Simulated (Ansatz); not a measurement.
**Other spins and charges of H₃Si–AsH₂, singlet at one geometry**

Geometry (PBE0/def2-TZVP stationary point for this spin, not checked as a minimum):

```xyz
7

Si   -0.0286    0.0000    1.6719
As    0.0384    0.0000   -0.6936
H     0.6883   -1.2086    2.1561
H     0.6883    1.2086    2.1561
H    -1.4075    0.0000    2.2252
H    -1.0136   -1.0975   -0.7832
H    -1.0136    1.0975   -0.7832
```

Basis cc-pVDZ; Ansatz 0.2.0. Only valence electrons are correlated (noble-gas cores and the filled d shells of p-block atoms frozen). Prefix R: restricted or restricted open-shell reference; prefix U: unrestricted. No spin–orbit coupling is included, and no scalar relativity.

Gaps are energies of the second state less the first, at fixed atoms, for a selection of the levels run; each method lands on the state that its own search finds for that charge and spin.

Removing an electron, to the doublet: 9.514 eV at UCCSDT(Q).

```tsv
level	gap (eV)	error (meV)
UHF	8.815	-699
UMP2	9.521	7
CISD	9.401	-113
UCCSD	9.497	-17
UCCSD(T)	9.516	2
BCCD(T)	9.520	6
UCCSDT	9.511	-3
PBE	9.612	98
r2SCAN	9.697	183
PBE0	9.698	184
B3LYP	9.731	217
CAM-B3LYP	9.747	233
wB97M-V	9.689	175
B2PLYP	9.628	114
RPA-PBE	9.637	123
```

In so small a basis the reference is far from its limit while semilocal and hybrid functionals are nearer theirs (RPA and double hybrids share much of the reference's basis error), so the functionals' errors here hold much of the reference's basis and frozen-core error, which can add to them or hide them.

Full CI isn't at hand for all of this; UCCSDT(Q) serves as the reference, and is uncertain by about the last step of the cluster series. The frozen core follows each run's orbitals, which can shift R against U totals by a few meV for light atoms and by up to 0.1 eV past Ca.
